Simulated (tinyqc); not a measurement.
Coupled-perturbed Hartree-Fock on RHF in the sto-3g basis, for BH3, spin multiplicity 1, step by step. One step of it, computed by the program tinyqc.

Question. Coupled step 1. U_ai = -(mu_ai + sum_bj [4 (ai|bj) - (ab|ij) - (aj|bi)] U_bj) / (e_a - e_i); alpha = -4 sum U_ai mu_ai.

uncoupled U:
```
           i1         i2         i3         i4
a5  -0.015710  -0.948270   0.000000  -0.000055
a6   0.000243   0.002481   0.000000  -0.000003
a7   0.000000   0.000000   0.000000  -0.010654
a8   0.000000   0.000000  -0.010654   0.000000
```

dipole integrals <a|z|i> (bohr):
```
           i1         i2        i3        i4
a5   0.120562   0.813724  0.000000  0.000036
a6  -0.001929  -0.002801  0.000000  0.000003
a7   0.000000   0.000000  0.000000  0.011058
a8   0.000000   0.000000  0.011058  0.000000
```

orbital energies (hartree): MO1 -7.430374, MO2 -0.614306, MO3 -0.417311, MO4 -0.417308, MO5 0.243809, MO6 0.514631, MO7 0.620610, MO8 0.620619

Two-electron integrals over orbitals (pq|rs), unique and non-zero (hartree):
```
(11|11) 2.887642    (21|11) -0.246294   (21|21) 0.032930    (22|11) 0.584733
(22|21) -0.008085   (22|22) 0.425884    (31|31) 0.006717    (32|31) 0.011099
(32|32) 0.114846    (33|11) 0.508461    (33|21) -0.003142   (33|22) 0.414503
(33|33) 0.464957    (41|11) -0.000011   (41|21) 1.10e-06    (41|22) -1.53e-06
(41|33) -0.003362   (41|41) 0.006717    (42|11) 1.64e-08    (42|21) -7.54e-07
(42|22) -0.000013   (42|33) -0.063880   (42|41) 0.011099    (42|42) 0.114835
(43|31) -0.003361   (43|32) -0.063877   (43|43) 0.050129    (44|11) 0.508454
(44|21) -0.003143   (44|22) 0.414488    (44|33) 0.364679    (44|41) 0.003362
(44|42) 0.063886    (44|44) 0.464963    (51|11) -0.004160   (51|21) 0.000527
(51|22) -0.000272   (51|33) -0.000135   (51|41) 3.02e-08    (51|42) 6.78e-09
(51|44) -0.000135   (51|51) 0.021831    (52|11) 0.002695    (52|21) -0.000156
(52|22) 0.000014    (52|33) -0.000128   (52|42) 3.19e-08    (52|44) -0.000128
(52|51) 0.021135    (52|52) 0.068384    (53|31) 0.000058    (53|32) -0.000565
(53|43) 0.000556    (53|53) 0.015511    (54|11) 3.03e-07    (54|21) -1.29e-08
(54|22) 1.08e-07    (54|33) 0.000557    (54|41) 0.000058    (54|42) -0.000565
(54|44) -0.000557   (54|51) 9.40e-07    (54|52) 2.17e-06    (54|54) 0.015511
(55|11) 0.741920    (55|21) -0.009405   (55|22) 0.452857    (55|33) 0.411495
(55|41) -3.75e-07   (55|42) -4.24e-07   (55|44) 0.411490    (55|51) 0.000546
(55|52) 0.003227    (55|54) 2.74e-07    (55|55) 0.586774    (61|11) -0.268006
(61|21) 0.036539    (61|22) -0.008297   (61|33) -0.003039   (61|41) 4.44e-06
(61|42) 4.13e-06    (61|44) -0.003036   (61|51) 0.000253    (61|52) -0.000473
(61|55) -0.008126   (61|61) 0.040622    (62|11) 0.224141    (62|21) -0.008803
(62|22) 0.048404    (62|33) 0.021054    (62|41) 1.58e-06    (62|42) 3.35e-06
(62|44) 0.021045    (62|51) -0.000461   (62|52) -0.000008   (62|54) 2.10e-07
(62|55) 0.116099    (62|61) -0.008997   (62|62) 0.074371    (63|31) 0.003407
(63|32) -0.045182   (63|43) 0.043844    (63|53) 0.000645    (63|63) 0.064346
(64|11) 0.000065    (64|21) -1.74e-06   (64|22) 0.000021    (64|33) 0.043867
(64|41) 0.003406    (64|42) -0.045203   (64|44) -0.043854   (64|51) -2.26e-08
(64|52) 3.12e-07    (64|54) 0.000645    (64|55) 0.000034    (64|61) -1.32e-07
(64|62) 0.000031    (64|64) 0.064380    (65|11) -0.002547   (65|21) -0.000038
(65|22) -0.001044   (65|33) -0.000388   (65|41) 5.40e-08    (65|42) 4.33e-07
(65|44) -0.000388   (65|51) 0.022370    (65|52) 0.062942    (65|54) 0.000007
(65|55) -0.000237   (65|61) -0.000391   (65|62) -0.002055   (65|64) -5.33e-07
(65|65) 0.062149    (66|11) 0.582930    (66|21) -0.010283   (66|22) 0.416096
(66|33) 0.412107    (66|41) 0.000005    (66|42) 0.000051    (66|44) 0.412164
(66|51) -0.000913   (66|52) -0.001867   (66|54) -4.32e-07   (66|55) 0.436935
(66|61) -0.010321   (66|62) 0.027085    (66|64) -0.000016   (66|65) -0.002362
(66|66) 0.427968    (71|11) 0.000070    (71|21) -0.000010   (71|22) 2.21e-07
(71|33) -0.004888   (71|41) 0.011949    (71|42) 0.017784    (71|44) 0.004891
(71|51) -6.99e-08   (71|52) 1.12e-07    (71|54) 0.000108    (71|55) 2.00e-06
(71|61) -0.000005   (71|62) 0.000006    (71|64) 0.005935    (71|65) 1.80e-07
(71|66) 0.000012    (71|71) 0.021372    (72|11) -0.000066   (72|21) 2.13e-06
(72|22) -0.000015   (72|33) 0.021911    (72|41) 0.008045    (72|42) 0.000690
(72|44) -0.021924   (72|51) 1.12e-07    (72|52) -9.21e-08   (72|54) 0.000697
(72|55) -0.000034   (72|61) 0.000006    (72|62) -0.000011   (72|64) 0.046606
(72|65) 5.39e-07    (72|66) -0.000010   (72|71) 0.013539    (72|72) 0.049242
(73|31) 0.002246    (73|32) 0.046129    (73|43) -0.023970   (73|53) -0.000431
(73|63) -0.032366   (73|73) 0.032982    (74|11) 0.209588    (74|21) -0.004900
(74|22) 0.052148    (74|33) 0.052010    (74|41) -0.002248   (74|42) -0.046103
(74|44) 0.004102    (74|51) -0.000019   (74|52) 0.001190    (74|54) 0.000430
(74|55) 0.106244    (74|61) -0.004753   (74|62) 0.072387    (74|64) 0.032375
(74|65) -0.000803   (74|66) 0.026746    (74|71) -0.003970   (74|72) 0.010647
(74|74) 0.107567    (75|11) 5.33e-07    (75|22) 8.24e-08    (75|33) -0.000805
(75|41) 0.000201    (75|42) 0.001543    (75|44) 0.000806    (75|51) -0.000006
(75|52) -0.000017   (75|54) 0.016133    (75|55) -4.00e-08   (75|61) 1.86e-07
(75|62) 5.53e-07    (75|64) -0.000734   (75|65) -0.000011   (75|66) 1.26e-06
(75|71) 0.000342    (75|72) 0.000168    (75|74) -0.000645   (75|75) 0.020855
(76|11) 0.000014    (76|21) -4.47e-08   (76|22) -0.000006   (76|33) -0.059088
(76|41) 0.011801    (76|42) 0.105760    (76|44) 0.059102    (76|51) 2.00e-07
(76|52) 6.10e-07    (76|54) -0.000745   (76|55) 4.63e-06    (76|61) 0.000005
(76|62) 0.000007    (76|64) -0.048165   (76|65) 8.53e-07    (76|66) 0.000056
(76|71) 0.019607    (76|72) -0.004264   (76|74) -0.049102   (76|75) 0.001345
(76|76) 0.109544    (77|11) 0.661655    (77|21) -0.008877   (77|22) 0.439648
(77|33) 0.396044    (77|41) -0.000449   (77|42) 0.030117    (77|44) 0.464324
(77|51) -0.000127   (77|52) 0.000613    (77|54) -0.000484   (77|55) 0.467001
(77|61) -0.008466   (77|62) 0.052816    (77|64) -0.037438   (77|65) -0.000484
(77|66) 0.439973    (77|71) -0.001340   (77|72) -0.028052   (77|74) 0.048714
(77|75) 0.000356    (77|76) 0.030873    (77|77) 0.507838    (81|31) 0.011949
(81|32) 0.017784    (81|43) -0.004888   (81|53) 0.000108    (81|63) 0.005937
(81|73) 0.003969    (81|81) 0.021372    (82|31) 0.008045    (82|32) 0.000684
(82|43) 0.021920    (82|53) 0.000697    (82|63) 0.046603    (82|73) -0.010692
(82|81) 0.013539    (82|82) 0.049244    (83|11) 0.209585    (83|21) -0.004900
(83|22) 0.052137    (83|33) 0.004095    (83|41) 0.002247    (83|42) 0.046117
(83|44) 0.052020    (83|51) -0.000019   (83|52) 0.001190    (83|54) -0.000430
(83|55) 0.106241    (83|61) -0.004751   (83|62) 0.072384    (83|64) -0.032343
(83|65) -0.000803   (83|66) 0.026793    (83|71) 0.003972    (83|72) -0.010699
(83|74) 0.044069    (83|75) 0.000645    (83|76) 0.049131    (83|77) 0.070793
(83|83) 0.107582    (84|31) 0.002248    (84|32) 0.046118    (84|43) -0.023959
(84|53) -0.000430   (84|63) -0.032348   (84|73) 0.030562    (84|81) 0.003972
(84|82) -0.010678   (84|84) 0.032965    (85|31) 0.000201    (85|32) 0.001543
(85|43) -0.000805   (85|53) 0.016133    (85|63) -0.000733   (85|73) 0.000645
(85|81) 0.000342    (85|82) 0.000168    (85|84) 0.000645    (85|85) 0.020854
(86|31) 0.011802    (86|32) 0.105749    (86|43) -0.059067   (86|53) -0.000744
(86|63) -0.048120   (86|73) 0.049129    (86|81) 0.019607    (86|82) -0.004255
(86|84) 0.049117    (86|85) 0.001344    (86|86) 0.109512    (87|31) 0.000440
(87|32) -0.030201   (87|43) 0.034183    (87|53) 0.000485    (87|63) 0.037488
(87|73) -0.011091   (87|81) 0.001327    (87|82) 0.028042    (87|84) -0.011081
(87|85) -0.000357   (87|86) -0.030932   (87|87) 0.034357    (88|11) 0.661655
(88|21) -0.008877   (88|22) 0.439655    (88|33) 0.464355    (88|41) 0.000442
(88|42) -0.030173   (88|44) 0.396009    (88|51) -0.000127   (88|52) 0.000613
(88|54) 0.000485    (88|55) 0.467002    (88|61) -0.008465   (88|62) 0.052827
(88|64) 0.037500    (88|65) -0.000485   (88|66) 0.439942    (88|71) 0.001334
(88|72) 0.028024    (88|74) 0.070813    (88|75) -0.000356   (88|76) -0.030916
(88|77) 0.439203    (88|83) 0.048679    (88|88) 0.507871
```

Give: U after step 1; polarisability.

Answer.

U after step 1:
```
        i1      i2      i3      i4
a5  -0.008  -1.221   0.000   0.000
a6   0.000   0.006   0.000   0.000
a7   0.000   0.000   0.000  -0.009
a8   0.000   0.000  -0.009   0.000
```

polarisability = 3.978 bohr^3
